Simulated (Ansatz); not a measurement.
Relaxation of BClFH$_{3}$ (6 atoms, charge 0, multiplicity 1), to a largest force component of 0.03 eV/Å in at most 50 steps.

Theory: RKS B3LYP-D4/def2-SVP in Ansatz.

```xyz
6
Properties=species:S:1:pos:R:3
B -0.048 0.258 0.028
F -0.085 0.511 1.322
H 0.993 0.036 -0.520
Cl -1.537 0.349 -0.897
H -0.154 -2.038 0.708
H -0.090 -1.621 1.287
```

Task: Where does it end, and by what steps?

Result: It converged. The force dipped under the threshold on the way, but the program's further checks kept it going. After 22 steps the energy has fallen by 0.168 eV; H6 moved furthest, 0.56 Å.

```tsv
step	energy less start (eV)	largest force component (eV/Å)	accepted
0	0.0000	1.359	yes
1	-0.1343	0.279	yes
2	-0.1602	0.248	yes
3	-0.0458	1.364	no
4	-0.1358	0.642	no
5	-0.1645	0.184	yes
6	-0.1669	0.051	yes
7	-0.1670	0.049	yes
8	-0.1670	0.046	yes
9	-0.1603	0.529	no
10	-0.1677	0.009	yes
11	-0.1669	0.220	no
12	-0.1663	0.182	no
13	-0.1678	0.013	yes
14	-0.1678	0.111	no
15	-0.1680	0.036	yes
16	-0.1681	0.053	yes
17	-0.1681	0.041	yes
18	-0.1663	0.201	no
19	-0.1682	0.006	yes
20	-0.1683	0.030	yes
21	-0.1683	0.043	yes
22	-0.1684	0.023	yes
```

```xyz
6
Properties=species:S:1:pos:R:3
B -0.014 0.512 -0.037
F -0.073 0.878 1.224
H 1.047 0.313 -0.560
Cl -1.508 0.336 -0.939
H -0.372 -2.391 0.811
H 0.000 -2.153 1.431
```

Time of the run: 19 s on 1 thread of Intel(R) Xeon(R) 6975P-C (Granite Rapids), with other jobs on the host, peak memory 0.15 GiB.
